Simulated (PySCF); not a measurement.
Calculation: PBE-D3(BJ)/def2-TZVP // B3LYP-D3(BJ)/def2-TZVP run with PySCF. Gas-phase values, no solvent. One relaxed conformer stands for a flexible species; it need not be the lowest. Excitations are Tamm–Dancoff values on a coarser integration grid. The basis has no diffuse functions, so Rydberg states are missing or too high.

Reference species (SMILES): `C=C` (neutral, multiplicity 1).

- S1 oscillator strength: 0.000
- HOMO–LUMO gap: 5.82 eV
- S1–T1 gap (TDA): 3.16 eV
- LUMO: -0.94 eV

Changed species: `C=CC=S` (C–C–C–S torsion 180°) (X = thioformyl; the reference has X = H).

Task: Predict the effect on the S1 oscillator strength, HOMO–LUMO gap, S1–T1 gap (TDA) and LUMO.

Result: the S1 oscillator strength hardly moves; the HOMO–LUMO gap falls by 4.14 eV, to 1.68 eV; the S1–T1 gap (TDA) falls by 2.68 eV, to 0.48 eV; the LUMO falls by 2.65 eV, to -3.59 eV.
